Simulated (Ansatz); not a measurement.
This script drives Ansatz 0.2.0, Python API.

Script `pa_alh4no.py`:
```python
import ansatz as az
import numpy as np

system = (
    az.Crystal.molecule()
    .atom("N", [-0.9676, 0.3592, -0.8948])
    .atom("Al", [0.2754, 0.0803, 0.4601])
    .atom("O", [1.309, -1.4087, 0.3708])
    .atom("H", [-1.6256, -0.3736, -0.8699])
    .atom("H", [-1.5307, 1.2634, -0.6539])
    .atom("H", [0.4368, 1.131, 1.6678])
    .atom("H", [2.1639, -1.1196, -0.1259])
)

model = (
    system.calculation()
    .basis(gaussian="def2-SVP")
    .functional("PBE0")
)
symbols = [site.symbol for site in system.cartesian_sites]
start = np.array([site.position_ang for site in system.cartesian_sites], dtype=float)
data = model.relax(force_tolerance=0.01, max_steps=100).run(threads=1, pin="off").report
end = np.array(data["positions_ang"])

away = sum((end[0] - end[j]) / np.linalg.norm(end[0] - end[j]) for j in [1, 3, 4]) + np.array([0.15, 0.1, -0.2])
proton = end[0] + 1.0 * away / np.linalg.norm(away)
acid = az.Crystal.molecule()
for symbol, place in zip(symbols, end):
    acid = acid.atom(symbol, place.tolist())
acid = acid.atom("H", proton.tolist())
protonated = (
    acid.calculation()
    .basis(gaussian="def2-SVP")
    .functional("PBE0")
    .charge(1)
    .relax(force_tolerance=0.01, max_steps=80)
)
after = protonated.run(threads=1, pin="off").report
xyz = np.array(after["positions_ang"])
reach = np.linalg.norm(xyz[:-1] - xyz[-1], axis=1)
print(f"base {data['free_energy_ev']:.5f} eV, protonated {after['free_energy_ev']:.5f} eV")
print(f"the proton ends {reach.min():.3f} A from {symbols[reach.argmin()]}{reach.argmin()}")
print(f"electronic proton affinity {(data['free_energy_ev'] - after['free_energy_ev']):.3f} eV")
```

It is started by `python pa_alh4no.py`. How long does it take on 1 thread of Intel(R) Xeon(R) 6975P-C (Granite Rapids) (shared host), and how much memory does it need?

It took about 38 s, with a peak of 0.21 GiB, for 2 runs of the engine.

Running `python pa_alh4no.py` prints:
```text
base -10189.37623 eV, protonated -10199.12897 eV
the proton ends 1.028 A from N0
electronic proton affinity 9.753 eV
```

Total energies depend on the basis set; only differences at equal settings carry meaning. The proton is put on one chosen atom, which needn't be the most basic site, so the molecule's proton affinity can be higher; the ends are stationary points, not checked by frequencies, and zero-point and thermal terms count only where printed.

(Lines on the test bed's own set-up are left out of the output.)
